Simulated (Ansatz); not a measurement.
For zinc-blende MgS (metastable phase), rVV10 (Ansatz, a first-principles code, plane waves, PAW) gives:

```
Quantity                   Value
------------------  ------------
lattice constant a       5.684 Å
bulk modulus            56.7 GPa
cohesive energy     3.81 eV/atom
band gap                 3.24 eV
```

Question: What does LC-ωPBE (Ansatz, plane waves, PAW) give for the same quantities?

Answer: 
- lattice constant a: 5.629 Å (falls by 1.0 %)
- bulk modulus: 63.9 GPa (grows by 13 %)
- cohesive energy: 3.85 eV/atom (increases by 0.04 eV/atom)
- band gap: 9.62 eV (rises by 6.38 eV)

For comparison: band gap 4.78 ± 0.1 eV (measured, temperature not stated, extrapolated in composition from an alloy gap of 4.19 eV, direct; extrapolated from a Zn0.2Mg0.8S0.645Se0.355 epilayer; as tabulated in Lucero et al. (2012), arXiv:1111.4515).

Changes are worked out from the printed values.

Unless a cell is named, each level is at its own relaxed cell (rVV10 22.96, LC-ωPBE 22.30 Å³/atom).

Density-functional gaps are differences of (generalised) Kohn–Sham levels.

Ansatz's density-functional and Hartree–Fock values are scalar-relativistic unless marked +SOC, with PAW data made under PBE.
